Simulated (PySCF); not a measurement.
**Assignment exercise: C₃H₅FO₂**

Geometry:
| atom | x (Å) | y (Å) | z (Å) |
| --- | --- | --- | --- |
| C1 | -1.584 | -0.100 | 0.052 |
| C2 | -0.181 | 0.395 | 0.243 |
| F3 | -0.005 | 0.828 | 1.522 |
| O4 | 0.704 | -0.681 | 0.025 |
| C5 | 1.949 | -0.389 | -0.387 |
| O6 | 2.366 | 0.700 | -0.638 |
| H7 | -1.775 | -0.938 | 0.737 |
| H8 | -2.295 | 0.709 | 0.266 |
| H9 | -1.730 | -0.441 | -0.982 |
| H10 | 0.093 | 1.225 | -0.428 |
| H11 | 2.526 | -1.332 | -0.472 |

Non-relativistic, one conformer, rapidly exchanging positions averaged, in vacuum. PBE0-D3(BJ)/def2-SVP geometry; couplings computed with B3LYP/pcJ-1 (spin–dipole term only in couplings to heteroatoms); PBE/pcSseg-2 with gauge-including orbitals; PySCF 2.14.

References, each an isolated molecule treated in the same way: TMS for 13C (179.39 ppm), 1H (31.18 ppm).

Question: Assign these signals to the numbered atoms. 13C{1H} NMR (computed): δ 163.3 (d, J = 3.0 Hz), 105.9 (d, J = 285.0 Hz), 21.2 (d, J = 24.1 Hz).

Answer: 
| δ (ppm) | atoms | environment | reason |
| --- | --- | --- | --- |
| 163.3 | C5 | ester carbonyl carbon | it is a carbonyl in resonance with an O or N lone pair, the region of acids, esters and amides |
| 105.9 | C2 | sp3 CH bonded to F and O | 2 electronegative neighbours deshield it |
| 21.2 | C1 | methyl carbon | saturated and bonded to C and H only |

Question: Assign these signals to the numbered atoms. 1H NMR (400 MHz, computed): δ 8.16 (dd, J = 1.6, 1.3 Hz, 1H), 7.04 (dqd, J = 61.4, 6.0, 1.3 Hz, 1H), 1.35 (dd, J = 20.0, 6.0 Hz, 3H).

Answer: 
```tsv
δ (ppm)	atoms	environment	reason
8.16	H11	hydrogen on an ester carbonyl carbon	–
7.04	H10	hydrogen on an sp3 CH bonded to F and O	its carbon carries F and O, which withdraws density
1.35	H7/H8/H9	hydrogen on a methyl carbon	–
```

Common functionals overestimate the size of one-bond C–F couplings by tens of Hz; these are unscaled. Multiplet labels drop couplings under 1 Hz and merge nearly equal ones. Unscaled 3J(H,H) at this level run about 10 % above measured values. Shifts are as computed, not scaled to solution data. Of 1211 compounds with measured shifts, 218 miss one by over three times the rms of a fit or turn the order of signals round; such compounds aren't used in these exercises.
